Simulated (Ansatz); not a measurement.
BH₃SSi, SMILES B1[SiH2]S1, vertical and adiabatic energies of changing the electron count

With the Python package of Ansatz (0.2.0).

Typed at the interpreter:
```pycon
>>> import itertools
>>> import ansatz as az
>>> from ase.data import atomic_numbers, covalent_radii
>>> import numpy as np
>>> GEOMETRY = """
... B    -0.81210   -0.90860   -0.13650
... Si    0.43050    0.62220    0.19940
... S     0.95010   -1.28870    0.36250
... H    -1.65960   -1.08580   -0.91240
... H     0.92100    1.27280   -1.04140
... H     0.21220    1.32400    1.48210
... """
>>> molecule = az.Crystal.molecule()
>>> for line in GEOMETRY.strip().splitlines():
...     symbol, *xyz = line.split()
...     molecule = molecule.atom(symbol, [float(v) for v in xyz])
...
>>> setup = (
...     molecule.calculation()
...     .basis(gaussian="def2-SVP")
...     .functional("pbe", dispersion="d4")
... )
>>> symbols = [site.symbol for site in molecule.cartesian_sites]
>>> start = np.array([site.position_ang for site in molecule.cartesian_sites], dtype=float)
>>> r = setup.relax(force_tolerance=0.01).run().report
>>> end = np.array(r["positions_ang"])
>>> minimum = az.Crystal.molecule()
>>> for symbol, place in zip(symbols, end):
...     minimum = minimum.atom(symbol, place.tolist())
...
>>> ion = (
...     minimum.calculation()
...     .basis(gaussian="def2-SVP")
...     .functional("pbe", dispersion="d4")
...     .charge(1)
...     .spin("collinear", total=1)
... )
>>> vertical = ion.run().report
>>> settled = ion.relax(force_tolerance=0.01, max_steps=80).run().report
>>> print(f"vertical ionisation energy   {vertical['free_energy_ev'] - r['free_energy_ev']:.3f} eV")
vertical ionisation energy   9.467 eV
>>> print(f"adiabatic, no zero point     {settled['free_energy_ev'] - r['free_energy_ev']:.3f} eV")
adiabatic, no zero point     8.903 eV
>>> print(f"relaxation energy of the ion {vertical['free_energy_ev'] - settled['free_energy_ev']:.3f} eV")
relaxation energy of the ion 0.564 eV
>>> ionised = np.array(settled["positions_ang"])
>>> # pairs closer than 1.2 times the sum of covalent radii, before or after
>>> radius = [covalent_radii[atomic_numbers[s]] for s in symbols]
>>> span = lambda where, i, j: np.linalg.norm(where[i] - where[j])
>>> bonded = [(i, j) for i, j in itertools.combinations(range(len(symbols)), 2) if min(span(end, i, j), span(ionised, i, j)) < 1.2 * (radius[i] + radius[j])]
>>> print("pair        before    after (A)")
pair        before    after (A)
>>> for i, j in bonded:
...     print(f"{symbols[i]}{i}-{symbols[j]}{j}".ljust(10), f"{span(end, i, j):8.4f} {span(ionised, i, j):8.4f}")
...
B0-Si1       1.9493   2.1811
B0-S2        1.7760   1.7109
B0-H3        1.2059   1.2019
Si1-S2       2.2239   2.2097
Si1-H4       1.5005   1.4894
Si1-H5       1.5005   1.4894
```

The energies are electronic: no zero-point or thermal terms, and the basis set is short of its limit. The product may relax into another structure. Each relaxation finds its nearest minimum, which needn't be the lowest. Timing: 44 s on 1 thread of Arm Neoverse V1, on a shared host, peak memory 0.23 GiB.
